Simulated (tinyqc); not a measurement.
Stretching all distances: RHF, UHF, MP2, CISD and CCSD against full CI in the sto-3g basis, for H2F+, spin multiplicity 1. Computed by the program tinyqc with PySCF. 

Geometry (angstrom):
```
atom       x        y       z
F     0.0000   0.0000  0.0000
H     0.0000   0.8220  0.4270
H     0.0000  -0.8380  0.4360
```

All coordinates are multiplied by the scale. c0^2 is the weight of the RHF determinant in the lowest singlet FCI state (UHF is spin-contaminated and may lie near states of higher spin) and n(LUMO) the first natural occupation beyond the occupied space.

Full CI energy (hartree) and errors against it (kcal/mol):
```
scale  distance 1-2 (angstrom)     E(FCI)      RHF     UHF     MP2   CISD   CCSD  <S^2> UHF   c0^2  n(LUMO)
0.880                    0.815  -98.82158   17.502  17.502   3.934  0.154  0.098      0.000  0.989    0.011
1.120                    1.037  -98.89463   29.028  29.028   7.632  0.513  0.330      0.000  0.973    0.027
1.370                    1.269  -98.81330   46.222  46.222  13.582  1.475  1.005      0.000  0.931    0.061
1.610                    1.491  -98.71507   67.660  56.681  21.116  3.200  2.313      0.721  0.853    0.123
1.850                    1.714  -98.63060   92.234  40.840  29.968  5.308  3.919      1.197  0.722    0.218
2.090                    1.936  -98.56867  115.786  25.267  40.316  5.757  4.324      1.353  0.516    0.331
```

UHF parts from RHF first at scale 1.61 of those listed, where <S^2> leaves zero. The weight c0^2 goes from 0.99 to 0.52 and n(LUMO) from 0.01 to 0.33: static correlation grows as the bonds break into open-shell fragments. The spread of the error along the curve, which distorts its shape, is CCSD 4.2, CISD 5.6, MP2 36.4, UHF 39.2, RHF 98.3 kcal/mol. The table stops here: at scale 2.34 and beyond, the reference weight falls under 0.45 or RHF, UHF or CCSD hop between solutions, so those rows were left out and the spreads given cover only the rows shown. As computed, partly on other solutions, the errors there reach in size RHF 147, UHF 15, MP2 43, CISD 4, CCSD 30 kcal/mol.
